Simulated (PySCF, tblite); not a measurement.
Isomers of C5H7F. All values are computed: GFN2-xTB (tblite) harmonic vibrations without scaling, gas phase. The method is semi-empirical: single wavenumbers can be off by several per cent or more. One conformer each.

Electronic energies: PBE0/pcSseg-1 single points on the GFN2-xTB geometries (PySCF, gas phase).

```tsv
SMILES	electronic energy, lowest = 0 (kJ/mol)
FC[C@H]1C=CC1	20.7
C=CC/C=C\F	0.0
C=C=C[C@@H](C)F	27.5
FCC1=CCC1	15.6
FC[C@@H]1[C@H]2C[C@@H]12	75.4
```

Question: How do GFN2-xTB zero-point energies change the relative energies?

Answer: 
```tsv
SMILES	ZPE (kJ/mol)	of it from modes above 1550 cm⁻¹	electronic (kJ/mol)	with ZPE, lowest = 0 (kJ/mol)	lowest mode (cm⁻¹)	rings
C=CC/C=C\F	271.1	148.6	0.0	0.0	41	0
FCC1=CCC1	275.8	135.9	15.6	20.2	44	1
FC[C@H]1C=CC1	276.2	136.2	20.7	25.8	79	1
C=C=C[C@@H](C)F	267.9	139.8	27.5	24.3	43	0
FC[C@@H]1[C@H]2C[C@@H]12	275.9	127.6	75.4	80.1	66	2
```

The zero-point energies span 8.3 kJ/mol, from `C=C=C[C@@H](C)F` to `FC[C@H]1C=CC1`. The lowest isomer stays, but the order above it changes.

Question: And how do the electronic energies of GFN2-xTB itself compare?

Answer: `C=CC/C=C\F` 29.1; `FCC1=CCC1` 0.0; `FC[C@H]1C=CC1` 8.3; `C=C=C[C@@H](C)F` 45.8; `FC[C@@H]1[C@H]2C[C@@H]12` 63.8 kJ/mol, lowest = 0. Against the energies above, taken from the same isomer `C=CC/C=C\F`, the largest difference is 44.7 kJ/mol.

Question: What do entropy and thermal enthalpy add at 298.15 K and 1 bar (rigid rotor, harmonic oscillator, one conformer each)?

Answer: 
| SMILES | point group | symmetry number | S (J/(mol K)) | H − H(0) (kJ/mol) | ZPE + H − H(0) − TS (kJ/mol) |
| --- | --- | --- | --- | --- | --- |
| C=CC/C=C\F | C1 | 1 | 348.4 | 20.53 | 187.8 |
| FCC1=CCC1 | C1 | 1 | 329.5 | 18.42 | 196.0 |
| FC[C@H]1C=CC1 | C1 | 1 | 322.0 | 17.92 | 198.1 |
| C=C=C[C@@H](C)F | C1 | 1 | 348.9 | 21.38 | 185.2 |
| FC[C@@H]1[C@H]2C[C@@H]12 | C1 | 1 | 321.3 | 17.75 | 197.8 |
